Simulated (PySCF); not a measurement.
Which level of theory gave which numbers?

Species: carbon trimer, C₃ (singlet state).
SMILES: `[C]=C=[C]`

The closed-shell ground state was solved 7 times with PySCF (density fitting, gas phase), always in the def2-SVPD basis (60 functions), with these functionals: B3LYP, BHandHLYP, HF, LC-wPBE, LDA, PBE0 and wB97X-D. Geometry: PBE0-D3(BJ)/def2-SVP; no solvent, vibrations or thermal averaging.

```csv
row,total energy (Eh),HOMO (eV),LUMO (eV)
P,-113.8041,-9.57,-4.60
Q,-113.8341,-12.62,-2.33
R,-113.8830,-11.18,-3.42
S,-112.8837,-8.00,-5.86
T,-113.9014,-11.61,-2.77
U,-113.2593,-12.85,-0.59
V,-113.9600,-9.33,-4.79
```

Which functional belongs to which row?

P = PBE0, Q = LC-wPBE, R = BHandHLYP, S = LDA, T = wB97X-D, U = HF, V = B3LYP. By rising HOMO–LUMO gap: LDA (LDA) 2.14 eV; B3LYP (global hybrid, 20 % exact exchange) 4.54 eV; PBE0 (global hybrid, 25 % exact exchange) 4.97 eV; BHandHLYP (global hybrid, 50 % exact exchange) 7.76 eV; wB97X-D (range-separated hybrid) 8.84 eV; LC-wPBE (range-separated hybrid) 10.29 eV; HF (all exact exchange) 12.26 eV. Total energies of different functionals aren't bounds to one another; each is stationary for its own functional.

The pairwise dispersion term of wB97X-D wasn't added to the energies; at a given geometry it leaves orbitals and properties as they are.
